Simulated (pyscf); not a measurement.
Thermochemistry of product channels of `[AsH]` [triplet] + `[BH3]` on the triplet surface, in eV, from ωB97M-D3(BJ)/def2-TZVP energies (ideal gas, 1 atm, RRHO with modes under 100 cm⁻¹ raised to 100, one conformer, R ln 2 for rigid chiral ones). Structures and frequencies: ωB97X-D3(BJ)/def2-SVP in PySCF.

| products | ΔE | ΔH(298 K) | ΔG(298 K) | ΔG(1200 K) |
|---|---|---|---|---|
| `[BH2][AsH]` [doublet] + `[H]` [doublet] | +1.50 | +1.38 | +1.40 | +1.32 |
| `[BH2][As]` [triplet] + `[H][H]` | -0.06 | -0.10 | -0.08 | -0.06 |
| `[BH][AsH2]` [doublet] + `[H]` [doublet] | +2.83 | +2.67 | +2.69 | +2.62 |
| `[AsH3]` + `[BH]` [triplet] | +3.33 | +3.25 | +3.23 | +3.15 |
| `[AsH2]` [doublet] + `[BH2]` [doublet] | +1.68 | +1.57 | +1.50 | +1.27 |
| `[BH]=[AsH]` + `[H]` [doublet] + `[H]` [doublet] | +4.16 | +3.83 | +3.58 | +2.62 |

These are energies of the channels, which say nothing of barriers. BH [triplet] is an excited spin state, 1.23 eV over the singlet at ωB97X-D3(BJ). The term symbol of open-shell BH was not checked; spin-orbit terms and orbital degeneracy are left out. Elements up to Kr have no core potential and no relativistic terms here.
